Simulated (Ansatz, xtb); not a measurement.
# A geometry optimisation of AlH2NO with r2SCAN-D4/def2-SVP

The starting geometry of this gas-phase singlet was built from a drawn formula by distance geometry and a force field; its bonds are those of `N[O][Al]`.

```
atom    x (Å)    y (Å)    z (Å)
  Al  -3.9766  -3.6175  -1.2807
   N  -2.0592  -1.9240  -1.2297
   O  -2.4614  -2.9287  -0.4270
   H  -1.1212  -2.0889  -1.5013
   H  -2.0852  -1.0219  -0.6496
```

Q: Where would you expect an optimisation with r2SCAN-D4/def2-SVP to take it?

A: A new bond forms, giving a structure given below by its coordinates. Contacts that close: Al1–N2 (2.56 → 2.12 Å).

The energy falls by 0.51 eV over 7 steps:

```csv
step,E − E(last) (eV)
1,0.509
2,0.224
3,0.043
4,0.013
5,0.000
6,0.000
7,0.000
```

Final geometry (Å):

```xyz
5

Al   -3.7656   -3.3594   -1.3662
N    -2.1524   -1.9908   -1.2002
O    -2.4038   -3.0240   -0.2268
H    -1.2077   -2.1214   -1.5725
H    -2.1740   -1.0854   -0.7225
```

From the same start GFN2-xTB reaches the same bonding as this run.

No frequencies were run, so the end isn't proven a minimum. Run with Ansatz 0.2.0, 3 s on 2 threads of Intel(R) Xeon(R) 6975P-C (Granite Rapids), on a shared host.
